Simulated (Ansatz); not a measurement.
**H₃ClO₂ (SMILES Cl.OO): Born-Oppenheimer dynamics**

The task is to watch the atoms for 80 steps of 1.0 fs, started with velocities for 500 K and run at constant energy.

Program: Ansatz 0.2.0, Gaussian basis. Level of theory: PBE0-D4/def2-SVP. These are calculated values, not measurements.

**1. Where the work starts**

The start, a pair relaxed at PBE0-D4: 6 atoms, charge 0, spin multiplicity 1.

Atoms are counted from 1 here; the program's logs count them from 0.

Bond lengths: Cl1–H2 1.297 Å, O3–O4 1.424 Å, O3–H5 0.966 Å, O4–H6 0.966 Å. Angles: O4–O3–H5 101.7°, O3–O4–H6 100.9°.

Coordinates:

```mol
ClH3O2
  3D, bonds by distance, orders not assigned

  6  4  0  0  0  0  0  0  0  0999 V2000
   -0.1445    0.8863   -2.5110 Cl  0  0
   -0.1426    0.3242   -1.3426 H   0  0
   -0.2573   -0.5380    0.3299 O   0  0
    0.5299    0.2410    1.2246 O   0  0
   -1.1295   -0.4873    0.7424 H   0  0
    1.1441   -0.4262    1.5568 H   0  0
  1  2  8  0
  3  4  8  0
  3  5  8  0
  4  6  8  0
M  END
```

**2. The run**

File md/in.yaml:

```yaml
crystal:
  periodic: [false, false, false]
  atoms:
    - {symbol: Cl, position_ang: [-0.144518, 0.886302, -2.510961]}
    - {symbol: H, position_ang: [-0.142642, 0.324165, -1.342615]}
    - {symbol: O, position_ang: [-0.257298, -0.538029, 0.329944]}
    - {symbol: O, position_ang: [0.529858, 0.241001, 1.224561]}
    - {symbol: H, position_ang: [-1.129519, -0.487290, 0.742389]}
    - {symbol: H, position_ang: [1.144120, -0.426247, 1.556781]}
basis:
  gaussian: {orbitals: def2-SVP}
hamiltonian: {xc: pbe0, dispersion: d4}
md: {n_steps: 80, timestep: 1.0, temperature: 500, ensemble: nve, seed: 206, initial_velocities: maxwell_boltzmann}
```

Run with:

```
> ansatz run in.yaml --threads 2 --pin off --events-out ev --progress --plain --max-ram 5222MiB
```

**Question.** What will these runs give? Wanted: temperature at the start; mean temperature, second half; lowest and highest potential energy, from the first frame; largest change of potential + kinetic.

The runs gave:

| quantity | value |
| --- | --- |
| length | 80 steps, 80.0 fs |
| temperature at the start | 500 K |
| mean temperature, second half | 228 K |
| lowest and highest potential energy, from the first frame | 0 and 222 meV |
| largest change of potential + kinetic | 10.9 meV |

**Reading.** With no thermostat the total energy should stay fixed; it holds within 10.9 meV, or 8 % of the mean kinetic energy of 135 meV, more than a sound time step leaves. The temperature runs between 92 and 500 K. The bonding pattern stays as it was.
